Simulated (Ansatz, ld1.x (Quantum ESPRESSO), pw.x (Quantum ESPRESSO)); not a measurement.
**cerium: does the TM potential hold in the solid?**

Ce (Z = 58), norm-conserving Troullier–Martins (Kleinman–Bylander form), made with ld1.x (Quantum ESPRESSO) 7.5 (LDA (PW92), scalar-relativistic). Core [Xe], reference 4f0 5d2 6s2 6p0. Waves: 6s (bound): rc 3.05 bohr; 6p (bound, empty): rc 4.10 bohr; 4f (bound, empty): rc 1.30 bohr; 5d (bound): rc 3.15 bohr. Local part: the d channel. Core correction: a·sin(br)/r model core, default radius (core density twice the valence density).

Atomic tests: cutoffs needed: 12 Ry and 18 Ry (the cutoffs (Ry, on a coarse ladder) from which the occupation-weighted sum of valence levels, in a spherical-Bessel basis at the reference potential, stays within 10 and 1 mRy of its value at 400 Ry) The cutoffs count occupied waves only; the empty 4f level needs 180 Ry at the loose tolerance.; ghost test: ghost states, extra bound levels that the all-electron valence spectrum of the same l lacks: s at -22.5 eV, p at -3.3 eV; a true bound ghost makes a file unfit for plane-wave use (spherical-Bessel basis up to 400 Ry, 20 bohr box); configuration tests: 4 of 9 tests not solved or not reliable.

Crystal test: fcc Ce in pw.x 7.5, no spin, 12³ k-points, Fermi–Dirac smearing 0.01 Ry, cutoffs 50/200 Ry. The reference is all-electron LAPW (Ansatz 0.2.0) with the same functional, mesh and smearing; V0 and B0 come from Birch–Murnaghan fits to the pressures at five volumes. Errors are pseudo minus all-electron; Δ is the rms difference of the E(V) curves that follow from these fits, minima aligned, over ±6 % about the mean V0. Mesh and smearing are coarse, so the numbers serve the comparison and aren't converged zero-temperature values; the lattice is a test structure that the element need not adopt. Spin polarisation and strong correlation are left out, which matters for this element.

| V (Å³/atom) | P all-electron (GPa) | P pseudo (GPa) |
| --- | --- | --- |
| 22.179 | 3.04 | 24.58 |
| 22.762 | 1.43 | 22.58 |
| 23.346 | 0.05 | 20.71 |
| 23.930 | -1.13 | 18.98 |
| 24.513 | -2.16 | 17.38 |

All-electron: a0 = 4.538 Å (V0 = 23.37 Å³/atom), B0 = 51.0 GPa.

Pseudopotential: mean pressure error (GPa): +20.60. The pressure does not cross zero within the volumes sampled, so no fit is given. The largest radius (4.10 bohr) exceeds half the bond length (3.03 bohr), so the spheres overlap, which is one possible source of error among others. This is a poor potential for the solid. Note: ghost states, extra bound levels that the all-electron valence spectrum of the same l lacks: s at -22.5 eV, p at -3.3 eV. A true bound ghost makes a file unfit for plane-wave use. Atomic configuration tests: 4 of 9 tests not solved or not reliable.

At the middle volume, how do free energy and pressure move when the wave cutoff is lowered (ecutrho kept at four times it)?

| cutoff (Ry) | shift of F (meV/atom) | shift of P (GPa) |
| --- | --- | --- |
| 22 | +13.3 | +0.09 |
| 30 | +8.2 | +0.24 |
| 40 | +4.3 | +0.14 |

The run at the middle volume (72 k-points, 15 iterations) took about 14 s on one core of a shared host (Neoverse-V1, 32 threads, 247 GiB, load 8).
